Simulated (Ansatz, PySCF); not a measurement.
Breaking the C2–H7 bond in ethylamine (SMILES CCN) (multiplicity 1 held, fragments rigid). Energies count from the point at 1.100 Å.
Geometry at that point (charge 0, multiplicity 1):
```xyz
10

C      1.186     0.443     0.024
C      0.045    -0.554    -0.109
N     -1.246     0.131    -0.002
H      2.153    -0.052    -0.090
H      1.100     1.225    -0.732
H      1.172     0.922     1.007
H      0.177    -1.356     0.632
H      0.087    -1.026    -1.094
H     -2.012    -0.524    -0.104
H     -1.343     0.560     0.911
```

R- and RO- levels are restricted; in cc, def2 and unpolarised 6-31G sets they are followed outwards from rest. U- levels take the lowest unrestricted solution at each point, which mixes spins at long bonds. Left out are points that failed, MP2 points that dive below the minimum, coupled-cluster points behind a jump of the amplitudes or a sharp parting from full CI or MRCI, small-basis points behind a change of solution, and semi-empirical points at long bonds. Curves can end on different states.

Frozen-core correlation. Rows in 6-31G* carry no dispersion term and start afresh at each structure (6-31G* with six Cartesian d functions).

The values were computed with Ansatz (a first-principles code) with Gaussian orbitals; PySCF for 6-31G* rows. Each number belongs to the level named beside it.

Energies in kcal/mol.

```csv
R (Å),R-HF/cc-pVTZ,U-PBE/cc-pVTZ,R-BP86/6-31G*,R-B3LYP/6-31G*,R-SCS-MP2/cc-pVTZ
0.880,25.9,28.3,30.5,28.9,26.9
0.990,4.5,6.0,6.8,5.9,5.1
1.100,0.0,0.0,0.0,0.0,0.0
1.210,4.4,2.7,2.2,3.0,(withheld)
1.320,13.5,9.6,8.8,10.5,11.9
1.486,30.6,23.2,21.9,24.8,27.6
1.651,48.4,37.1,35.5,39.7,(withheld)
1.926,75.4,57.6,56.0,62.0,68.2
2.201,97.9,74.0,72.7,80.4,88.0
2.531,119.4,87.2,88.1,97.8,106.4
2.971,left out,94.4,102.6,114.5,left out
3.521,left out,97.3,left out,128.3,left out
```

Problem. Fill in the missing entries.

Solution. 
- 1.210, R-SCS-MP2/cc-pVTZ: 3.7
- 1.651, R-SCS-MP2/cc-pVTZ: 43.8

Doubts at one or more of the structures used: a restricted determinant that unrestricted orbitals would lower (R-HF/cc-pVTZ, R-BP86/6-31G*, R-B3LYP/6-31G*, R-SCS-MP2/cc-pVTZ); a spin-contaminated determinant (U-PBE/cc-pVTZ).
